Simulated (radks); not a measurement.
# Mg²⁺ in 1s1 2s2 2p6 3s1: an all-electron calculation

One table from this session's results is given with a row withheld; the runs are named, their logs left out.

Program: radks (a radial shooting solver on a logarithmic mesh, Libxc functionals) version 1. Level of theory: Dirac Kohn-Sham, PW91, spin-unpolarised, spherical densities, point nucleus. These are calculated values, not measurements, unless marked.

## The atom as given

| Quantity | Value |
| --- | --- |
| element | magnesium (Z = 12) |
| charge | +2 |
| electrons | 10 |
| configuration | 1s1 2s2 2p6 3s1 |

Outer shells as boxes (Hund's rule):

Mg²⁺
```
1s [↑ ]
2s [↑↓]
2p [↑↓][↑↓][↑↓]
3s [↑ ]
```

Set-up of the first run:

Input:

```text
Z 12
configuration 1s1 2s2 2p6 3s1
relativity Dirac
functional pw91,pw91
spin unpolarised
j_filling average
nucleus point
c 137.035999084
```

One of the session's tables, all rows but one given; the rest of the session is left out.

It belongs to the step «Orbitals and density». From the orbitals of this run (lengths in bohr):

```
level     <r>  outermost maximum (interpolated)  90 % within  nodes
1s1/2  0.1274                            0.0836        0.227      0
2s1/2       ?                                 ?            ?      ?
2p1/2  0.6006                             0.429         1.01      0
2p3/2  0.6026                             0.431         1.02      0
3s1/2   2.255                              1.96         3.36      2
```

Q: Estimate the row for 2s1/2 from the others.

As computed: <r>: 0.6473; outermost maximum (interpolated): 0.516; 90 % within: 1.02; nodes: 1. In the column «<r>» it lies between 2p3/2 (0.6026) and 3s1/2 (2.255).
